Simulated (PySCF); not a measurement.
**Phosphorus: a sound run and one with changed settings**

Sound run: P [Ne] 3s2 3p3, P⁺ [Ne] 3s2 3p2. All numbers are calculated (PySCF 2.14, no relativity, point nucleus, in cc-pV(T+d)Z). In the sound run the correlated levels freeze [Ne]. The sound run starts from symmetry-adapted Hartree-Fock orbitals and uses a fine grid where one is needed.

Changed run: a valence shell is frozen. This setting is unsound on purpose.

| species | method | sound run (hartree) | changed run (hartree) | converged |
| --- | --- | --- | --- | --- |
| P | MP2 | -340.79974 | -340.73497 | yes |
| P | CCSD(T) | -340.82157 | -340.74160 | yes |
| P⁺ | MP2 | -340.41454 | -340.35856 | yes |
| P⁺ | CCSD(T) | -340.43727 | -340.36142 | yes |

Ionisation energy of P:

```tsv
method	sound run (eV)	changed run (eV)
UHF	9.912	9.912
MP2	10.482	10.243
SCS-MP2	10.307	10.022
CCSD	10.416	10.337
CCSD(T)	10.458	10.345
```

Freezing a valence shell removes pair correlation that changes on ionisation.

For comparison, NIST gives 10.487 eV between the lowest levels.
